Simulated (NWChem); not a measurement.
Atomisation of AlF₃

```xyz
4

Al     0.0000     0.0000     0.0000
F      0.0000     0.0000     1.6457
F      1.4252     0.0000    -0.8228
F     -1.4252     0.0000    -0.8228
```
Charge 0, spin multiplicity 1.

Program: NWChem. All single points use one geometry, from B3LYP/def2-SVP, a minimum by its harmonic frequencies.

Basis set: def2-TZVP. The atomisation energy is electronic alone: no zero-point, thermal, spin-orbit or counterpoise terms. No value is extrapolated to the basis-set limit. Free atoms are single determinants with multiplicities Al 2, F 2. Correlated methods freeze the same cores in atoms and molecule, 8 orbitals in all.

The cost column gives rough processor time relative to PBE0; each entry includes its own SCF. Costs are the molecule's.

B3LYP has NWChem's definition, with VWN1-RPA local correlation. GW and range-separated runs recompute their integrals, the others keep them in memory, which bears on the times. The structure started from a generated list of species. No SCF solution was tested for a lower state. Open-shell Hartree-Fock references start from PBE0 orbitals; any time given for them includes that run.

```json
[
 {"method": "PBE0", "atomisation energy (kcal/mol)": "410.5", "relative cost": "1"},
 {"method": "LDA (SVWN5)", "atomisation energy (kcal/mol)": "___", "relative cost": "under 3"},
 {"method": "HF", "atomisation energy (kcal/mol)": "317.9", "relative cost": "under 3"},
 {"method": "B3LYP", "atomisation energy (kcal/mol)": "___", "relative cost": "under 3"},
 {"method": "TPSS", "atomisation energy (kcal/mol)": "416.5", "relative cost": "under 3"},
 {"method": "PBE", "atomisation energy (kcal/mol)": "425.3", "relative cost": "under 3"},
 {"method": "M06-2X", "atomisation energy (kcal/mol)": "422.9", "relative cost": "under 3"},
 {"method": "MP2", "atomisation energy (kcal/mol)": "___", "relative cost": "3"},
 {"method": "LC-wPBE (omega 0.3 per bohr)", "atomisation energy (kcal/mol)": "424.6", "relative cost": "10"}
]
```

### Question
Fill in the missing entries.

### Answer

- LDA (SVWN5), atomisation energy (kcal/mol): 479.6
- B3LYP, atomisation energy (kcal/mol): 414.2
- MP2, atomisation energy (kcal/mol): 441.4
